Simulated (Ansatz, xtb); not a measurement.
Relative energy of two isomers of C3H4F2S

We compare I, `FC1(F)CSC1`, a singlet, with II, `FC[C@]1(F)CS1`, a singlet. Both are isolated molecules in the gas phase, relaxed with PBE0-D3(BJ)/def2-SVP; each stands in its lowest conformer found.

I (Å):

```xyz
10

C     0.5311    1.1571    0.4645
C     1.6567    2.1774    0.6106
C     1.1161    0.0468    1.3332
F    -0.6302    1.6228    0.9691
F     0.2889    0.7868   -0.8085
S     2.4076    1.1895    1.9642
H     1.3117    3.1787    0.9021
H     2.2908    2.2311   -0.2854
H     1.5272   -0.7787    0.7353
H     0.4205   -0.3338    2.0933
```

II (Å):

```xyz
10

C    -0.0408    0.0412   -1.6185
C     0.1144    0.7651   -0.3026
C     0.5808    0.0674    0.9055
F    -0.3936   -1.2571   -1.4157
F     0.6110    2.0022   -0.5402
S    -1.1569    0.6143    0.9540
H     0.9276    0.0813   -2.1483
H    -0.8031    0.5464   -2.2339
H     1.2688    0.6194    1.5547
H     0.7366   -1.0150    0.8494
```

Q: Estimate which is lower in electronic energy at CCSD(T)/def2-SVP + ΔMP2/def2-TZVPP, and by roughly how much.

A: The CCSD(T)/def2-SVP + ΔMP2/def2-TZVPP calculation puts structure I lower, by 11.7 kcal/mol.

How the difference moves with the method:

```
                             level              geometry  E(II) − E(I) (kcal/mol)  departure from the last row (kcal/mol)  job, with rough time for the two
                          GFN2-xTB              GFN2-xTB                     +10.5                                    −1.2              optimisation, 0.35 s
                         HF/STO-3G              GFN2-xTB                     +27.1                                   +15.4               single point, 1.5 s
                r2SCAN-D4/def2-SVP              GFN2-xTB                     +10.5                                    −1.3               single point, 6.9 s
              PBE0-D3(BJ)/def2-SVP  PBE0-D3(BJ)/def2-SVP                     +11.4                                    −0.3             optimisation, 1.8 min
                       HF/def2-SVP  PBE0-D3(BJ)/def2-SVP                     +12.1                                    +0.4           part of the CCSD(T) run
                      MP2/def2-SVP  PBE0-D3(BJ)/def2-SVP                      +9.4                                    −2.3           part of the CCSD(T) run
                  CCSD(T)/def2-SVP  PBE0-D3(BJ)/def2-SVP                     +10.5                                    −1.3                      single point
CCSD(T)/def2-SVP + ΔMP2/def2-TZVPP  PBE0-D3(BJ)/def2-SVP                     +11.7                                                        single point, 34 s
```

As drawn, both hold the same kinds of bond in the same numbers. Structure I has a 4-membered ring, II a 3-membered ring.

None of the levels shown reverses the order. The largest departure from CCSD(T)/def2-SVP + ΔMP2/def2-TZVPP is that of HF/STO-3G, 15.4 kcal/mol. The last row adds to CCSD(T) the change of the MP2 difference between the two basis sets, here +1.3 kcal/mol.

With harmonic frequencies from PBE0-D3(BJ)/def2-SVP (ideal gas, rigid rotor, one conformer each, 298.15 K, 1 atm): the zero-point term adds 0.0 kcal/mol; ΔH is +11.9 and ΔG +11.7 kcal/mol.

The correlated steps freeze 10 core orbitals. Mirror images aren't counted in ΔG. Programs: Ansatz 0.2.0, xtb 6.7.1; the last row on 2 threads of Intel(R) Xeon(R) Processor on a shared host.
